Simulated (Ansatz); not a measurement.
C3H3FO can be A, `FC1=COC1`, or B, `FC1C=CO1`.

Calculated with Ansatz (gas phase, PBE0-D4/def2-TZVP geometries, no zero-point term in ΔE). CBS: MP2 limit from def2 TZ/QZ plus the TZ coupled-cluster correction, frozen cores. Functionals use def2-TZVPP. B3LYP here is the variant with VWN-RPA as its local correlation; programs differ in this.

A:

Z-matrix (Å, degrees):
```
C
O 1 1.458
C 1 1.494 2 86.4
H 1 1.091 2 110.8 3 117.9
H 1 1.091 2 110.8 3 -117.9
C 2 1.396 1 88.3 3 0.0
F 3 1.317 1 133.2 2 180.0
H 6 1.079 2 122.3 1 180.0
```

B:

Z-matrix (Å, degrees):
```
C
C 1 1.501
C 1 1.929 2 43.5
F 1 1.345 2 119.0 3 117.4
O 1 1.454 2 88.9 3 3.4
H 1 1.093 2 117.4 3 -107.9
H 2 1.075 1 136.1 3 174.1
H 3 1.082 1 168.2 2 -156.3
```

Which is lower in electronic energy at CCSD(T)/CBS, and by how much? (Estimate.)

The calculation gave: B, by 44.9 kJ/mol.

Give E(B) − E(A) in kJ/mol with r2SCAN-D4, HF/def2-TZVPP, CCSD(T)/def2-SVP, B3LYP-D4, LDA (SPW92), CCSD/def2-TZVPP, B2PLYP. (An estimate is asked.)

The calculation gave: r2SCAN-D4 -42.8, HF/def2-TZVPP -50.0, CCSD(T)/def2-SVP -44.0, B3LYP-D4 -40.0, LDA (SPW92) -37.2, CCSD/def2-TZVPP -44.9, B2PLYP -42.8. None reverses the order clearly.

Does the order hold for the free energy at 298.15 K (harmonic terms from PBE0-D4)? (Estimate.)

The calculation gave: Yes: G(B) − G(A) = -44.7 kJ/mol.

Largest T1 diagnostic: 0.014.

From PBE to PBE0 (25 % exact exchange), in def2-TZVPP and without D4, E(B) − E(A) moves by −3.1 kJ/mol. Leaving LDA and LC-ωPBE aside and taking each functional with its dispersion term where it has one, the values, not all of them listed here, spread over 7.7 kJ/mol, from ωB97M-V to revPBE-D4.
